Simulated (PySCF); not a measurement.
Input for PySCF: R-HF/STO-3G on C6H6 (SMILES c1ccccc1).

```python
from pyscf import gto, scf, dft, mp
from pyscf.data.elements import chemcore

mol = gto.M(
    atom='''
    C    -0.73928100    0.51587850   -1.20710790
    C    -1.42614420    0.39654550    0.00000000
    C    -0.73928100    0.51587850    1.20710790
    C     0.63422690    0.75463980    1.20707350
    C     1.32104340    0.87375660    0.00000000
    C     0.63422690    0.75463980   -1.20707350
    H    -1.27194950    0.42063160   -2.14328940
    H    -2.49022050    0.20523810    0.00000000
    H    -1.27194950    0.42063160    2.14328940
    H     1.16680050    0.84748850    2.14369500
    H     2.38635850    1.05963120    0.00000000
    H     1.16680050    0.84748850   -2.14369500
    ''',
    basis='sto-3g',
    charge=0, spin=0, verbose=3, max_memory=1800)
mf = scf.RHF(mol)
mf.conv_tol = 1e-8
mf.max_cycle = 100
mf.kernel()
if not mf.converged:
    mf = mf.newton().run(mf.mo_coeff, mf.mo_occ)
```

The log:

```
converged SCF energy = -227.890972191974
```

The calculation finished and met its thresholds.

Cost: roughly 0.19 core-seconds.
